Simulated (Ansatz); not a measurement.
**A basis-limit estimate, worked out**

An elementary step of Si2PH9, closed shell (Si₂H₆ ([SiH3][SiH3]) + PH₃ → Si₂PH₇ ([SiH3][SiH2][PH2]) + H₂; Si–H, H–P broken or loosened, Si–P, H–H formed or tightened). “Start” and “end” are the PBE0-D4/def2-TZVP structures reached by relaxing down either side of its saddle point, with the molecules still in contact.

Ansatz 0.2.0; basis: def2-TZVPP and def2-QZVPP; cores frozen in the correlated methods.

Energies in eV:

| quantity | end | start |
| --- | --- | --- |
| Hartree–Fock, triple zeta (X = 3) | -25138.90143 | -25139.15784 |
| Hartree–Fock, quadruple zeta (X = 4) | -25139.67276 | -25139.92761 |
| MP2 correlation, X = 3 | -12.23625 | -11.97700 |
| MP2 correlation, X = 4 | -13.12016 | -12.83421 |
| CCSD(T) correlation, X = 3 | -14.74259 | -14.55064 |

(1) Work out the step energy at the basis limit: extrapolate Hartree–Fock as E(X) = E∞ + A exp(−7.88 √X) and the MP2 correlation as E(X) = E∞ + B X^−2.97 (the exponents that Neese and Valeev fitted for def2-TZVPP and QZVPP), then add CCSD(T) − MP2 in triple zeta.

The T1 diagnostic stays at or below 0.017.

## Answers

(1) Each step is linear, so take the differences first (end − start): Hartree–Fock 0.25641 (X = 3) and 0.25485 (X = 4); MP2 correlation -0.25925 and -0.28595; CCSD(T) correlation -0.19195.
Two points give E∞ = E(4) + w [E(4) − E(3)], with w = 1/(exp(7.88 (2 − √3)) − 1) = 0.1377 for Hartree–Fock and w = 1/((4/3)^2.97 − 1) = 0.7407 for the correlation.
Hartree–Fock: 0.25485 + 0.1377 × (-0.00156) = 0.2546 eV.
MP2 correlation: -0.28595 + 0.7407 × (-0.02670) = -0.3057 eV.
CCSD(T) − MP2: -0.19195 − (-0.25925) = 0.0673 eV.
Sum: 0.2546 + (-0.3057) + 0.0673 = 0.0162 eV, or 0.37 kcal/mol. Plain CCSD(T) in triple zeta gives 0.0645 eV, so the larger basis shifts the result by -0.0483 eV.

Labels in which every atom is bracketed show which atoms are joined, not bond orders.

For scale, one of the runs: CCSD(T)/def2-TZVPP, 252 basis functions, launched by `ansatz run in.yaml --threads 4 --pin off --events-out ev --progress --plain --max-ram 9574MiB`. Hardware: 4 CPU threads of an Intel Xeon Platinum 8259CL, shared host. Wall time 51 s; peak host memory 4.8 GiB.
